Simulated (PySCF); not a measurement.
Molfile (atoms numbered from 1):
```
C5H9N
     RDKit          3D

 15 14  0  0  0  0  0  0  0  0999 V2000
   -2.0748   -0.4512   -0.1472 C   0  0  0  0  0  0  0  0  0  0  0  0
   -0.5927   -0.5956    0.1483 C   0  0  0  0  0  0  0  0  0  0  0  0
    0.1460    0.7291    0.0697 C   0  0  0  0  0  0  0  0  0  0  0  0
    1.6406    0.6096    0.3711 C   0  0  0  0  0  0  0  0  0  0  0  0
    2.3358   -0.2333   -0.5898 C   0  0  0  0  0  0  0  0  0  0  0  0
    2.8628   -0.8960   -1.3676 N   0  0  0  0  0  0  0  0  0  0  0  0
   -2.5870   -1.4135   -0.0895 H   0  0  0  0  0  0  0  0  0  0  0  0
   -2.2378   -0.0484   -1.1505 H   0  0  0  0  0  0  0  0  0  0  0  0
   -2.5567    0.2258    0.5636 H   0  0  0  0  0  0  0  0  0  0  0  0
   -0.4536   -1.0269    1.1464 H   0  0  0  0  0  0  0  0  0  0  0  0
   -0.1411   -1.3020   -0.5558 H   0  0  0  0  0  0  0  0  0  0  0  0
   -0.2833    1.4379    0.7848 H   0  0  0  0  0  0  0  0  0  0  0  0
    0.0157    1.1681   -0.9243 H   0  0  0  0  0  0  0  0  0  0  0  0
    1.7956    0.1865    1.3684 H   0  0  0  0  0  0  0  0  0  0  0  0
    2.1176    1.5936    0.3634 H   0  0  0  0  0  0  0  0  0  0  0  0
  1  2  1  0
  2  3  1  0
  3  4  1  0
  4  5  1  0
  5  6  3  0
  1  7  1  0
  1  8  1  0
  1  9  1  0
  2 10  1  0
  2 11  1  0
  3 12  1  0
  3 13  1  0
  4 14  1  0
  4 15  1  0
M  END
```

Geometry: PBE0-D3(BJ)/def2-TZVP; GIAO absolute shieldings from PySCF 2.14, gas phase, non-relativistic, averaged over equivalent atoms.

At PBE0/pcSseg-2 (342 basis functions, 71 s wall time on 1 thread of an Intel Xeon Platinum 8259CL, shared host):
```
   atoms  σ (ppm)
      C5     58.1
      C3    153.2
      C2    159.5
      C4    166.0
      C1    169.5
      N6    -34.3
 H14/H15    29.31
 H10/H11    29.96
 H12/H13    30.09
H7/H8/H9    30.51
```

Task: Estimate the result of repeating the calculation with B97-2/pcSseg-2.

Result: 
```json
{"atoms": "C5", "σ at B97-2/pcSseg-2": "60.2", "change": "+2.1"}
{"atoms": "C3", "σ at B97-2/pcSseg-2": "152.4", "change": "-0.8"}
{"atoms": "C2", "σ at B97-2/pcSseg-2": "158.5", "change": "-1.0"}
{"atoms": "C4", "σ at B97-2/pcSseg-2": "165.1", "change": "-0.9"}
{"atoms": "C1", "σ at B97-2/pcSseg-2": "168.4", "change": "-1.1"}
{"atoms": "N6", "σ at B97-2/pcSseg-2": "-28.1", "change": "+6.2"}
{"atoms": "H14/H15", "σ at B97-2/pcSseg-2": "29.41", "change": "+0.10"}
{"atoms": "H10/H11", "σ at B97-2/pcSseg-2": "30.06", "change": "+0.10"}
{"atoms": "H12/H13", "σ at B97-2/pcSseg-2": "30.19", "change": "+0.10"}
{"atoms": "H7/H8/H9", "σ at B97-2/pcSseg-2": "30.61", "change": "+0.10"}
```

The largest change is at N6 (nitrile nitrogen). Cost: 342 basis functions, 63 s wall time on 1 thread of an Intel Xeon Platinum 8259CL, shared host. The order of the carbon signals is the same at both levels.
